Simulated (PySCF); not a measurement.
SiS⁺: frontier orbitals

CAM-B3LYP at R = 2.076 Å; PySCF, no relativity, basis sets Si def2-TZVPPD, S def2-TZVPPD. State: ²Π (doublet), unpaired electrons π ↑. Only the outer orbitals are listed, counted within each symmetry.

```csv
spin,orbital,occ.,ε (eV),on Si (%),main shells (%)
α,7σ,1,-29.24,15,"82 S s, 9 Si s"
α,8σ,1,-21.19,60,"60 Si s, 25 S p, 14 S s"
α,3π,1,-17.63,12,"87 S p, 9 Si p"
α,3π,1,-16.52,16,"82 S p, 13 Si p"
α,9σ,1,-16.37,59,"41 S p, 30 Si p, 28 Si s"
α,4π,0,-8.37,87,"87 Si p, 10 S p"
α,4π,0,-8.03,84,"84 Si p, 13 S p"
α,10σ,0,-4.59,69,"47 Si p, 19 Si d, 14 S p"
β,7σ,1,-28.04,20,"78 S s, 13 Si s"
β,8σ,1,-20.88,60,"60 Si s, 23 S p, 16 S s"
β,9σ,1,-16.21,57,"42 S p, 32 Si p, 24 Si s"
β,3π,1,-16.16,19,"80 S p, 16 Si p"
β,3π,0,-11.01,31,"67 S p, 28 Si p"
β,4π,0,-8.00,82,"81 Si p, 16 S p"
β,4π,0,-7.58,71,"69 Si p, 28 S p"
```

Problem. Which are the highest filled and the lowest empty level, where do they sit, and how wide is the gap?

Solution. Highest filled β 3π at -16.16 eV (in %: 80 S p, 16 Si p); lowest empty β 3π at -11.01 eV (in %: 67 S p, 28 Si p); the gap at CAM-B3LYP is 5.15 eV. Both belong to one degenerate shell, split only by its one-sided filling, so this is no excitation gap.

- bond order (Mayer): 1.62
- ⟨S²⟩: 0.755
- charge on Si (Mulliken, basis-dependent): 0.81
- charge on Si (Löwdin, basis-dependent): 0.66
- dipole moment (positive dipole points towards S; it is taken about the centre of mass and depends on that origin): -2.55 D
- polarisability along the bond: 51.8 bohr³
- polarisability across the bond: 32.7 bohr³

The state is the lowest determinant that a PBE0 search found; another state may lie lower at other levels.
